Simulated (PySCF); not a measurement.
Isomers of C6H6N2, mass 106.053 u with the commonest isotopes. Level of theory: PBE0-D3(BJ)/def2-SVP geometry optimisation, gas phase in PySCF. One conformer each, none proved a minimum here; rigid rotors.

Question: Order these by rotational constant B, largest first.
A. `[N:1]#[C:2][CH2:3]/[CH:4]=[CH:5]/[CH2:6][C:7]#[N:8]` with C2–C3–C4–C5 -119°, C4–C5–C6–C7 120°
B. `[C-]#[N+]c1cccn1C`
C. `c1cc2[nH]ccc2[nH]1`

Answer: C (2187 MHz), B (2110 MHz), A (681.5 MHz).

Question: Order these by rotational constant A, smallest first.
A. `[C-]#[N+]c1cccn1C`
B. `C1=CC2=C(C=CN2)N1`
C. `[N:1]#[C:2][CH2:3]/[CH:4]=[CH:5]/[CH2:6][C:7]#[N:8]` with C2–C3–C4–C5 -119°, C4–C5–C6–C7 120°

Answer: A (3761 MHz), B (5253 MHz), C (10344 MHz).

Question: Order these by rotational constant C, largest first.
A. `c1cc2[nH]ccc2[nH]1`
B. `[C-]#[N+]c1cccn1C`
C. `[N:1]#[C:2][CH2:3]/[CH:4]=[CH:5]/[CH2:6][C:7]#[N:8]` with C2–C3–C4–C5 -119°, C4–C5–C6–C7 120°

Answer: A (1544 MHz), B (1363 MHz), C (657.0 MHz).

```tsv
SMILES	point group	Ia (u·Å²)	Ib (u·Å²)	Ic (u·Å²)	κ	μa (D)	μb (D)	μc (D)
c1cc2[nH]ccc2[nH]1	C2h	96.20	231.12	327.32	-0.65	0.00	0.00	0.00
[C-]#[N+]c1cccn1C	Cs	134.37	239.57	370.73	-0.38	3.17	2.23	0.00
N#CC/C=C/CC#N	Ci	48.86	741.55	769.26	-0.99	0.00	0.00	0.00
```
